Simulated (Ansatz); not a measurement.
# Nickel, fcc under LDA: structure, energy and stiffness

What does LDA give for nickel in the fcc structure? We relax it, solve it on a dense k-mesh, switch on spin-orbit coupling, then scale the cell to 7 volumes from 88 to 112 % of the relaxed one and try a fit of the equation of state. The start is ferromagnetic. The k-meshes are 15×15×15 for the relaxation; 26×26×26 for the dense run; 16×16×16 for spin-orbit coupling; 26×26×26 for the volumes. It starts from a deposited cell (COD).

Program: Ansatz 0.2.0. Level of theory: DFT LDA (PW92), plane waves (420 eV) with PAW, scalar-relativistic; the PAW data stem from PBE, with regenerated cores. These are calculated values, not measurements.

## Step 1: The system as given

The structure is cubic, space group Fm-3m (No. 225). The conventional cell has a = 3.524 Å, b = 3.524 Å, c = 3.524 Å, α = 90.00°, β = 90.00°, γ = 90.00°. Ni (site symmetry m-3m) has 12 Ni at 2.49 Å as nearest neighbours.

Coordinates:

```cif
data_structure
_symmetry_space_group_name_H-M 'P 1'
_symmetry_Int_Tables_number 1
_cell_length_a 2.4918
_cell_length_b 2.4918
_cell_length_c 2.4918
_cell_angle_alpha 60.000
_cell_angle_beta 60.000
_cell_angle_gamma 60.000
_cell_volume 10.94
loop_
_atom_site_label
_atom_site_type_symbol
_atom_site_fract_x
_atom_site_fract_y
_atom_site_fract_z
_atom_site_occupancy
Ni1 Ni 0.00000 0.00000 0.00000 1
```

Starting moments (μB): +0.8.

## Step 2: Relaxing cell and atoms

input.yaml

```yaml
crystal:
  lattice:
    - [0.0, 1.76194, 1.76194]
    - [1.76194, 0.0, 1.76194]
    - [1.76194, 1.76194, 0.0]
  atoms:
    - { symbol: Ni, position: [0.0, 0.0, 0.0], spin: 0.8 }
hamiltonian:
  xc: lda
  pseudopotentials:
    kind: paw
    azcp:
      Ni: "pseudopotentials/Ni.paw.azcp"
basis:
  ecutwfc: 420
  fft_grid_basis: typed
kpoints:
  mp_grid: { grid: [15, 15, 15], shift: [0, 0, 0] }
magnetization:
  spin_polarized: true
scf:
  occupations: { method: fermi_dirac, width: 0.05 }
relax:
  max_steps: 60
  f_tol: 0.01
  cell: {}
```

Further steps of the session: Single point on a dense mesh; A two-component run at the same geometry; Volume × 0.88; Volume × 0.92; Volume × 0.96; Volume × 1.0; Volume × 1.04; Volume × 1.08; Volume × 1.12.

Q: Predict the outcome of this session. Wanted: space group; conventional cell; volume; shortest distance; gap on the mesh; magnetic state; magnetic state with spin-orbit coupling; V₀, B₀, B₀′.

**Answer**, as computed:

| quantity | value |
| --- | --- |
| space group (spins left aside) | Fm-3m (No. 225) |
| conventional cell | a = 3.425 Å |
| volume | 10.044 Å³/atom |
| shortest distance | 2.422 Å |
| against the deposited volume | -8.2 % (10.940 Å³/atom) |
| gap on the mesh | none (levels filled in part) |
| magnetic state | ferromagnetic, up to 0.61 μB per atom |
| magnetic state with spin-orbit coupling | ferromagnetic, up to 0.59 μB per atom |
| V₀, B₀, B₀′ | 10.023 Å³/atom, 255 GPa, 4.9 |

**Reading.** LDA puts the volume 8.2 % below the deposited one. The final state is ferromagnetic (largest moment 0.61 μB). No gap shows: it is a metal or semimetal at this level. The largest spin moment is 0.59 μB in the spin-orbit run and 0.61 μB without; mesh and site projection of the two kinds of run can differ, so the change can't be laid on spin-orbit coupling. The total energy of the spin-orbit run lies -0.30 eV/atom from the scalar one, but the two kinds of run don't share a zero of energy: only differences within one kind count. The fitted modulus is 255 GPa.
